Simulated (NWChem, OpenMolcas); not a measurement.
SiH2Cl2 (dichlorosilane (DCS)): methods side by side

SiH2Cl2: 5 atoms, total charge 0, spin state singlet. As SMILES, `Cl[SiH2]Cl`. Geometry: relaxed at PBE0-D4/def2-TZVP.

Each level gives the HOMO–LUMO gap (eV). The values are calculated.

```json
{"level": "HF/6-311+G**", "kind": "Hartree–Fock", "program": "OpenMolcas", "value (eV)": "14.00", "CPU time": "12 s"}
{"level": "M06-L/6-311+G**", "kind": "meta-GGA", "program": "NWChem", "value (eV)": "7.45", "CPU time": "18 s"}
{"level": "r2SCAN/6-311+G**", "kind": "meta-GGA", "program": "OpenMolcas", "value (eV)": "7.42", "CPU time": "36 s"}
{"level": "BHLYP/6-311+G**", "kind": "global hybrid", "program": "NWChem", "value (eV)": "?", "CPU time": "9.8 s"}
{"level": "M06-2X/6-311+G**", "kind": "hybrid meta-GGA", "program": "OpenMolcas", "value (eV)": "?", "CPU time": "32 s"}
{"level": "PBE0/6-311+G**", "kind": "global hybrid", "program": "OpenMolcas", "value (eV)": "8.83", "CPU time": "26 s"}
{"level": "CAM-B3LYP/6-311+G**", "kind": "range-separated hybrid", "program": "NWChem", "value (eV)": "11.05", "CPU time": "36 s"}
{"level": "B2PLYP/6-311+G**", "kind": "double hybrid", "program": "OpenMolcas", "value (eV)": "11.00", "CPU time": "23 s"}
```

Problem. Estimate the missing values from the other rows.

Solution. As computed at these levels: BHLYP/6-311+G**: 10.84 eV; M06-2X/6-311+G**: 10.62 eV. The values span 7.42 to 14.00 eV. Orbital gaps aren't excitation energies, and those of double hybrids come from the SCF part alone; they tend to grow with the share of exact exchange. CPU times are rough (shared hosts, several kinds of processor): they show what a rung costs within a factor of a few.
